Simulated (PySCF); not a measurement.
**Computed NMR parameters against published values**

Geometry (Å), atoms numbered from 1 in this order:
```xyz
15

C     2.1676    1.4048    0.6332
C     1.5820    0.3923    0.0101
C     0.3345   -0.2879    0.4622
C    -0.8094   -0.1520   -0.5390
C    -2.0553   -0.9055   -0.1089
H     1.7614    1.8038    1.5577
H     3.0693    1.8681    0.2496
H     2.0184    0.0212   -0.9167
H     0.0266    0.1133    1.4337
H     0.5380   -1.3560    0.6142
H    -1.0397    0.9100   -0.6726
H    -0.4753   -0.5158   -1.5172
H    -2.4200   -0.5443    0.8567
H    -2.8638   -0.7893   -0.8340
H    -1.8524   -1.9749   -0.0046
```

Published estimates (parent shift plus substituent increments) and measurements: δ ¹³C C3 36.2; C4 22.4; C5 13.6; δ ¹H H9/H10 2.02; H11/H12 1.43; H13/H14/H15 0.91 ppm (measured; solution, not stated per compound (mostly CDCl3 or CCl4); Pretsch, Buehlmann, Badertscher, Structure Determination of Organic Compounds, 4th ed. (2009)).
δ ¹³C C2 139.0; C1 114.5 ppm (estimated from measurements, as parent shift plus tabulated substituent increment; solution, not stated per compound (mostly CDCl3 or CCl4); Pretsch, Buehlmann, Badertscher, Structure Determination of Organic Compounds, 4th ed. (2009)).

Theoretical values (PySCF 2.14.0 with density-fitted response routines): PBE0-D3(BJ)/def2-TZVP structure, shieldings: GIAO wB97X-D/pcSseg-2. One conformer, isolated molecule, averaged over atoms made equivalent by symmetry, fast rotation or ring inversion, non-relativistic Hamiltonian.

Task: Set the calculated values beside the experiment.

Result: 
Reference values: measured (solution, not stated per compound (mostly CDCl3 or CCl4); Pretsch, Buehlmann, Badertscher, Structure Determination of Organic Compounds, 4th ed. (2009)).
```
      atoms  quantity  reference  computed  computed, scaled
         C3     δ ¹³C       36.2      43.2              39.1
         C4     δ ¹³C       22.4      28.9              25.7
         C5     δ ¹³C       13.6      17.2              14.9
     H9/H10      δ ¹H       2.02      2.02              2.06
    H11/H12      δ ¹H       1.43      1.32              1.42
H13/H14/H15      δ ¹H       0.91      0.99              1.11
```

Reference values: estimated from measurements, as parent shift plus tabulated substituent increment (solution, not stated per compound (mostly CDCl3 or CCl4); Pretsch, Buehlmann, Badertscher, Structure Determination of Organic Compounds, 4th ed. (2009)).
| atoms | quantity | reference | computed | computed, scaled |
| --- | --- | --- | --- | --- |
| C2 | δ ¹³C | 139.0 | 155.3 | 143.1 |
| C1 | δ ¹³C | 114.5 | 125.0 | 114.9 |

Computed shifts are σ(ref) − σ with the named reference compound (TMS for H and C) calculated as an isolated molecule at the same level. The measured values may be among those fitted. Shieldings were converted by linear fits to measured shifts (mostly CDCl3, TMS scale, for H and C): ¹³C (scatter 2.0 ppm rms, 2.1 ppm with the 3 outliers that the fit left out); ¹H (scatter 0.16 ppm rms, 0.17 ppm with the 4 outliers that the fit left out). A few per cent of atoms miss by over 2 rms, more outside the fitted compound classes.

Task: How far are the unscaled ¹³C shifts from the references?

Result: Mean signed difference +8.78 ppm, mean absolute 8.78 ppm over 5 comparisons; the largest is +16.3 ppm at C2 (alkene CH).

Task: How far are the unscaled ¹H shifts from the references?

Result: Mean signed difference -0.01 ppm, mean absolute 0.06 ppm over 3 comparisons; the largest is -0.11 ppm at H11/H12 (hydrogen on an sp3 CH2).
